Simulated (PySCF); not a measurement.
Gas-phase reaction: AlH₃ + 2 AlH(CH₃)₂ + 2 CH₃CCl₃ → 3 AlHCl₂ + 2 C₄H₁₀ (n-butane)

Computed with PySCF and rigid-rotor harmonic-oscillator thermochemistry at 1 bar. † marks an energy on the PBE0/def2-TZVP geometry and frequencies; other levels use their own. MP2 freezes the core. All species are closed-shell singlets. AlH₃, AlH(CH₃)₂, AlHCl₂: computed as isolated molecules; such fragments, hydroxides, amides, oligomers or adducts are transient or little studied in the gas. MP2 isn't extrapolated to the basis-set limit.

```
level               ΔH°(298 K), kJ
------------------  --------------
BLYP/def2-TZVP†              -1133
HF/def2-TZVP†                -1299
MP2/def2-SVP†                  ___
PBE0/def2-TZVP                 ___
ωB97X-V/def2-TZVP†           -1165
```

Problem. What belongs in the gaps?

Solution. 
- MP2/def2-SVP†, ΔH°(298 K), kJ: -1238
- PBE0/def2-TZVP, ΔH°(298 K), kJ: -1167
